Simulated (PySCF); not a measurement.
Molecule: SMILES O=[PH2]O, H₃O₂P.

Atoms are numbered as in `[O:1]=[PH2:2][OH:3]`. Each H is labelled by its parent atom.

Geometry PBE0-D3(BJ)/def2-SVP throughout; GIAO in PySCF, gas phase, one conformer, non-relativistic; equivalent atoms averaged; functional PBE0.

**Question.** How do the absolute shieldings σ depend on the basis set? (ppm; last column core-seconds on shared hosts with different chips, so compare them loosely)

**Answer.** 
```csv
basis set,functions,O1,O3,P2,H(P2),H(O3),core-s
STO-3G,22,284.5,359.9,643.0,28.74,34.33,0.99
6-31G,37,188.1,255.7,414.2,24.98,31.59,1.9
pcSseg-0,37,158.0,258.8,362.0,24.35,31.93,1.3
6-31G*,52,206.5,251.2,384.7,24.57,30.51,2.2
def2-SVP,61,202.5,258.3,411.3,24.01,29.96,2.2
cc-pVDZ,61,201.3,260.5,412.8,23.88,30.09,2
pcSseg-1,73,181.5,247.3,336.6,23.80,29.56,3
aug-cc-pVDZ,100,217.6,259.3,406.6,23.48,29.80,3.2
"6-311+G(2d,p)",107,202.3,240.9,320.8,23.66,29.84,4
def2-TZVP,117,197.7,241.9,301.7,23.68,29.76,4.3
cc-pVTZ,136,199.4,248.0,343.2,23.57,29.40,4.8
IGLO-III,144,194.9,238.9,327.0,23.56,29.59,4.7
pcSseg-2,157,194.6,239.4,317.7,23.62,29.19,6.1
pcSseg-3,319,195.8,237.9,311.8,23.39,29.04,20
```

**Question.** Which nucleus moves most, in ppm?

**Answer.** P2 (phosphorus bonded to 2 O, 2 H): from 301.7 ppm with def2-TZVP to 643.0 ppm with STO-3G. The smallest spread is 5.29 ppm, at H(O3).

**Question.** Taking the largest basis, pcSseg-3 (319 functions), as the yardstick, rank the others by their worst heavy-atom deviation.

**Answer.** pcSseg-2 6.0 ppm (157 functions), 6-311+G(2d,p) 9.1 ppm (107 functions), def2-TZVP 10.1 ppm (117 functions), IGLO-III 15.2 ppm (144 functions), pcSseg-1 24.8 ppm (73 functions), cc-pVTZ 31.4 ppm (136 functions), pcSseg-0 50.2 ppm (37 functions), 6-31G* 72.9 ppm (52 functions), aug-cc-pVDZ 94.8 ppm (100 functions), def2-SVP 99.6 ppm (61 functions), cc-pVDZ 101.0 ppm (61 functions), 6-31G 102.4 ppm (37 functions), STO-3G 331.2 ppm (22 functions).

A small basis that lands close on one nucleus may do so by chance; judge by the trend and by all nuclei.
